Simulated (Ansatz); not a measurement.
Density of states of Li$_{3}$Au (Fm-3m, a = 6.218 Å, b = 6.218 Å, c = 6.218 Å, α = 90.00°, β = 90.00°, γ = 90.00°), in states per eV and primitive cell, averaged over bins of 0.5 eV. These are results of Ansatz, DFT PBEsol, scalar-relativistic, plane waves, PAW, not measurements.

Settings: cutoff 420 eV, Γ-centred mesh 12×12×12 on the computed 4-atom cell, Gaussian smearing of 0.10 eV; no spin polarisation.

The cell is relaxed at this level. The states (both spins) are summed by tetrahedra on a 18×18×18 mesh at the self-consistent density. Energies are bin centres; the table starts no lower than −8 eV and ends at 6 eV, or lower where the solved bands end.

It is a metal at this level.

| E − E_F (eV) | total | Au 5d | Li 2s | Au 6s | Li 1s |
| --- | --- | --- | --- | --- | --- |
| -5.90 | 0.26 | 0.00 | 0.15 | 0.08 | 0.02 |
| -5.40 | 0.77 | 0.07 | 0.37 | 0.27 | 0.04 |
| -4.90 | 2.84 | 1.48 | 0.58 | 0.73 | 0.03 |
| -4.40 | 13.43 | 12.81 | 0.36 | 0.15 | 0.01 |
| -3.90 | 5.77 | 4.90 | 0.22 | 0.61 | 0.01 |
| -3.40 | 0.94 | 0.27 | 0.07 | 0.58 | 0.00 |
| -2.90 | 0.00 | 0.00 | 0.00 | 0.00 | 0.00 |
| -2.40 | 0.00 | 0.00 | 0.00 | 0.00 | 0.00 |
| -1.90 | 0.27 | 0.01 | 0.24 | 0.01 | 0.00 |
| -1.40 | 0.85 | 0.04 | 0.69 | 0.06 | 0.00 |
| -0.90 | 1.45 | 0.05 | 1.05 | 0.17 | 0.00 |
| -0.40 | 1.07 | 0.04 | 0.65 | 0.13 | 0.01 |
| 0.10 | 1.42 | 0.04 | 0.64 | 0.11 | 0.01 |
| 0.60 | 1.48 | 0.04 | 0.55 | 0.09 | 0.01 |
| 1.10 | 1.33 | 0.03 | 0.40 | 0.07 | 0.01 |
| 1.60 | 1.16 | 0.02 | 0.27 | 0.06 | 0.01 |
| 2.10 | 0.98 | 0.01 | 0.17 | 0.04 | 0.01 |
| 2.60 | 0.79 | 0.01 | 0.10 | 0.03 | 0.00 |
| 3.10 | 0.53 | 0.00 | 0.05 | 0.02 | 0.00 |
| 3.60 | 0.34 | 0.00 | 0.03 | 0.02 | 0.00 |
| 4.10 | 0.50 | 0.01 | 0.15 | 0.04 | 0.00 |
| 4.60 | 1.02 | 0.02 | 0.39 | 0.06 | 0.01 |
| 5.10 | 1.85 | 0.02 | 0.53 | 0.09 | 0.02 |
| 5.60 | 1.51 | 0.01 | 0.35 | 0.08 | 0.01 |

The columns after the total are the Löwdin projections on the occupied valence shells of the potentials. The rest of the total lies in shells that are empty in the free atom, which aren't projected, and between the atoms.

Spin-orbit coupling is left out, which matters for the bands of heavy elements.

Cost: 1 run of about 0.58 core-minutes, on Arm Neoverse V1 (shared hosts).